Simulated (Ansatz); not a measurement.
Cubic perovskite BaTiO₃ (cubic high-temperature phase): PBE at its full settings (plane-wave cutoff 520 eV, 8×8×8 k mesh, Fermi–Dirac smearing 0.01 eV, no spin polarisation, scalar-relativistic PAW data made under PBE) and at cheaper ones, in a cell of 5 atoms with Γ-centred meshes.

```csv
level and setting,equilibrium lattice constant a (Å),bulk modulus (GPa)
PBE (Ansatz),4.019,163
PBE (Γ point alone) (Ansatz),4.462,73.0
PBE (2×2×2 k mesh) (Ansatz),4.038,160
PBE (4×4×4 k mesh) (Ansatz),4.020,163
PBE (6×6×6 k mesh) (Ansatz),4.019,163
PBE (Fermi-Dirac smearing of 0.3 eV) (Ansatz),4.021,161
```

Largest shifts from the full settings: lattice constant a +11.0 % (PBE (Γ point alone)); bulk modulus -55 % (PBE (Γ point alone)), against a difference of +0.6 % of the full result from the reference 162 GPa (measured, temperature not stated, not corrected to a static lattice, sources range from 162 to 173; as tabulated in Matsushita et al. (2011), arXiv:1104.2769).

Caveats: the relaxation could not lower the start's symmetry, so the cell can be a saddle point above a distorted one (PBE, PBE (Γ point alone), PBE (2×2×2 k mesh), PBE (4×4×4 k mesh), PBE (6×6×6 k mesh), PBE (Fermi-Dirac smearing of 0.3 eV)). Ansatz's density-functional and Hartree–Fock values are scalar-relativistic unless marked +SOC, with PAW data made under PBE.

Run with cheap settings on purpose, which may leave them unconverged: PBE (2×2×2 k mesh), PBE (4×4×4 k mesh), PBE (6×6×6 k mesh), PBE (Fermi-Dirac smearing of 0.3 eV), PBE (Γ point alone).

Ansatz is a first-principles code.
